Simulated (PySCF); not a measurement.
# ClH6NSi: electronic structure in real space

For ClH6NSi, the scripts below find what binds its two fragments and compute its lowest excited states.

The runs use PySCF 2.14.0; levels as typed in each script, gas phase, geometry from start geometry of a pair search.

## 1. The starting structure

9 atoms, charge 0, spin multiplicity 1.

Bond lengths: Cl1–H2 1.336 Å, Si3–N4 1.751 Å, Si3–H5 1.458 Å, Si3–H6 1.458 Å, Si3–H7 1.469 Å, N4–H8 1.011 Å, N4–H9 1.011 Å. Angles: N4–Si3–H5 104.6°, N4–Si3–H6 104.2°, N4–Si3–H7 112.7°, H5–Si3–H6 114.4°, H5–Si3–H7 110.2°, H6–Si3–H7 110.5°, Si3–N4–H8 115.7°, Si3–N4–H9 115.5°, H8–N4–H9 108.2°.

As a file:

```xyz
9
ClH6NSi
Cl   -2.2433   -0.1608   -0.0004
H    -0.9568    0.1972   -0.0214
Si    1.9363   -0.3045   -0.0014
N     0.5967    0.8231    0.0032
H     1.6859   -1.1763    1.1400
H     1.8422   -0.9670   -1.2966
H     3.2380    0.3600    0.1428
H     0.5371    1.4359   -0.7982
H     0.5053    1.3856    0.8377
```

## 2. Binding of the two fragments (PBE/6-31+g*)

The input, input.py:

```python
import numpy as np
from pyscf import gto, scf, dft
from pyscf.scf import atom_ks, atom_hf
from scipy.linalg import block_diag
from pyscf.dispersion import dftd3

def solve(mol, dm0=None, hcore=None):
    mf = (dft.UKS if mol.spin else dft.RKS)(mol, xc='pbe')
    mf.grids.level = 3
    mf = mf.density_fit(auxbasis='def2-universal-jkfit')
    mf.conv_tol, mf.max_cycle = 1e-8, 80
    if hcore is not None:
        mf.get_hcore = lambda *args: hcore
    mf.kernel(dm0)
    if not mf.converged:
        mf = mf.newton().run(mf.mo_coeff, mf.mo_occ, max_cycle=30)
    assert mf.converged, 'SCF not converged'
    return mf

mol = gto.M(atom='''
Cl    -2.24330    -0.16082    -0.00038
H     -0.95676     0.19723    -0.02140
Si     1.93627    -0.30452    -0.00142
N      0.59666     0.82310     0.00317
H      1.68591    -1.17625     1.13996
H      1.84219    -0.96704    -1.29657
H      3.23801     0.36005     0.14279
H      0.53709     1.43594    -0.79821
H      0.50531     1.38560     0.83768
''', basis='6-31+g*', charge=0, spin=0, verbose=4)
mol_a = gto.M(atom='''
Cl    -2.24330    -0.16082    -0.00038
H     -0.95676     0.19723    -0.02140
ghost-Si     1.93627    -0.30452    -0.00142
ghost-N      0.59666     0.82310     0.00317
ghost-H      1.68591    -1.17625     1.13996
ghost-H      1.84219    -0.96704    -1.29657
ghost-H      3.23801     0.36005     0.14279
ghost-H      0.53709     1.43594    -0.79821
ghost-H      0.50531     1.38560     0.83768
''', basis='6-31+g*', charge=0, spin=0, verbose=4)
mol_b = gto.M(atom='''
ghost-Cl    -2.24330    -0.16082    -0.00038
ghost-H     -0.95676     0.19723    -0.02140
Si     1.93627    -0.30452    -0.00142
N      0.59666     0.82310     0.00317
H      1.68591    -1.17625     1.13996
H      1.84219    -0.96704    -1.29657
H      3.23801     0.36005     0.14279
H      0.53709     1.43594    -0.79821
H      0.50531     1.38560     0.83768
''', basis='6-31+g*', charge=0, spin=0, verbose=4)
ab, a, b = solve(mol), solve(mol_a), solve(mol_b)
e_int = ab.e_tot - a.e_tot - b.e_tot
print('counterpoise-corrected interaction energy / kcal/mol', e_int * 627.5095)
def disp(atoms, charge):
    m = gto.M(atom=atoms, charge=charge, basis='sto-3g', spin=None, unit='Bohr', verbose=0)
    return dftd3.DFTD3Dispersion(m, xc='pbe', version='d3bj').get_dispersion()['energy']
e_disp = disp(mol._atom, mol.charge) - disp(mol._atom[:2], mol_a.charge) - disp(mol._atom[2:], mol_b.charge)
print('D3(BJ) part / kcal/mol', e_disp * 627.5095)
# spherically averaged free atoms, for the promolecule
atm = atom_ks.get_atm_nrks(mol, xc='pbe')
pro = block_diag(*[(atm[a[0]][2] * atm[a[0]][3]) @ atm[a[0]][2].T for a in mol._atom])
np.savez('result.npz', e_int=e_int, e_disp=e_disp, dm_a=a.make_rdm1(), dm_b=b.make_rdm1(), c=ab.mo_coeff, occ=ab.mo_occ, eps=ab.mo_energy, pro=pro, d=[f.dip_moment(verbose=0) for f in (ab, a, b)])
```

Started as:

```sh
> OMP_NUM_THREADS=1 python input.py
```

## 4. Excited states (B3LYP/def2-svp)

The input, input.py:

```python
import numpy as np
from pyscf import gto, scf, dft, tdscf
from pyscf.scf import atom_ks, atom_hf
from scipy.linalg import block_diag

def solve(mol, dm0=None, hcore=None):
    mf = (dft.UKS if mol.spin else dft.RKS)(mol, xc='b3lyp')
    mf.grids.level = 3
    mf = mf.density_fit(auxbasis='def2-universal-jkfit')
    mf.conv_tol, mf.max_cycle = 1e-8, 80
    if hcore is not None:
        mf.get_hcore = lambda *args: hcore
    mf.kernel(dm0)
    if not mf.converged:
        mf = mf.newton().run(mf.mo_coeff, mf.mo_occ, max_cycle=30)
    assert mf.converged, 'SCF not converged'
    return mf

mol = gto.M(atom='''
Cl    -2.24330    -0.16082    -0.00038
H     -0.95676     0.19723    -0.02140
Si     1.93627    -0.30452    -0.00142
N      0.59666     0.82310     0.00317
H      1.68591    -1.17625     1.13996
H      1.84219    -0.96704    -1.29657
H      3.23801     0.36005     0.14279
H      0.53709     1.43594    -0.79821
H      0.50531     1.38560     0.83768
''', basis='def2-svp', charge=0, spin=0, verbose=4)
mf = solve(mol)
td = mf.TDA()
td.nstates, td.singlet, td.conv_tol = 5, True, 1e-5
td.kernel()
td.analyze()
x, y = np.array([p[0] for p in td.xy]), np.array([p[1] + 0 * p[0] for p in td.xy])
f, mu = td.oscillator_strength(), td.transition_dipole()
nto = [td.get_nto(state=i + 1, verbose=4) for i in range(len(td.e))]
# spherically averaged free atoms, for the promolecule
atm = atom_ks.get_atm_nrks(mol, xc='b3lyp')
pro = block_diag(*[(atm[a[0]][2] * atm[a[0]][3]) @ atm[a[0]][2].T for a in mol._atom])
np.savez('result.npz', e=td.e, f=f, ok=td.converged, w=[n[0] for n in nto], nto=[n[1] for n in nto], x=x, y=y, c=mf.mo_coeff, occ=mf.mo_occ, eps=mf.mo_energy, pro=pro, mu=mu)
```

(Steps that only read results are left out.)

Before running it: what results should come out? Wanted: interaction energy, counterpoise; lowest singlet excitation.

The runs gave:

| quantity | value |
| --- | --- |
| interaction energy, counterpoise (PBE/6-31+g*) | -9.8 kcal/mol |
| lowest singlet excitation (B3LYP/def2-svp) | 6.55 eV |

**Reading.** The counterpoise-corrected interaction energy of the frozen fragments is −9.8 kcal/mol without dispersion correction and −11.1 kcal/mol with D3(BJ). The geometry was not optimised at these levels.
